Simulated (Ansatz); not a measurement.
**CHBSi (quintet): the correlation ladder, def2-QZVPP**

One table from this session's results is given with a row withheld; the runs are named, their logs left out.

Program: Ansatz 0.2.0, Gaussian basis. Level of theory: def2-QZVPP, core rule «outside noble gas», up to 7 orbitals frozen. These are calculated values, not measurements.

Plan: UHF; ROHF; CCSD(T) on UHF.

9 further runs of the same task are left out: 1 that didn't finish, 8 set aside as unsound or not needed.

### What is computed

The geometry is a PBE0/def2-TZVP stationary point (not a proven minimum) of the parent state, kept for this charge and spin.

4 atoms, charge 0, spin multiplicity 5.

Atoms are counted from 1 here; the program's logs count them from 0.

Bond lengths: C1–B2 1.396 Å, B2–Si3 1.912 Å, Si3–H4 1.520 Å. Angles: C1–B2–Si3 172.2°, B2–Si3–H4 92.7°.

Set-up of the first run:

in.yaml reads:

```yaml
crystal:
  periodic: [false, false, false]
  atoms:
    - {symbol: C, position_ang: [0.000000, 0.013962, 2.143144]}
    - {symbol: B, position_ang: [0.000000, 0.080821, 0.748773]}
    - {symbol: Si, position_ang: [0.000000, -0.087981, -1.155894]}
    - {symbol: H, position_ang: [0.000000, 1.418282, -1.360996]}
basis:
  gaussian: {orbitals: "def2-QZVPP.json"}
magnetization: {spin_polarized: true, initial_magnetization: 4}
hamiltonian: {xc: hf}
output: {orbitals: {seedname: orbitals}}
```

Command:

```
ansatz run in.yaml --threads 1 --pin off --events-out ev --progress --plain --max-ram 2393MiB
```

Steps of the session up to this table: UHF; ROHF; CCSD(T) on UHF.

One table of the session follows, with a row left open; its other results are not shown here.

```
  method  from UCCSD(T) (kJ/mol)
    ROHF                  +882.5
     UHF                       ?
    UMP2                  +174.5
   UCCSD                   +49.3
UCCSD(T)                       0
```

Q: Estimate the row for UHF from the others.

**Answer.** from UCCSD(T) (kJ/mol): +840.8. In the column «from UCCSD(T) (kJ/mol)» it lies between UMP2 (+174.5) and ROHF (+882.5).
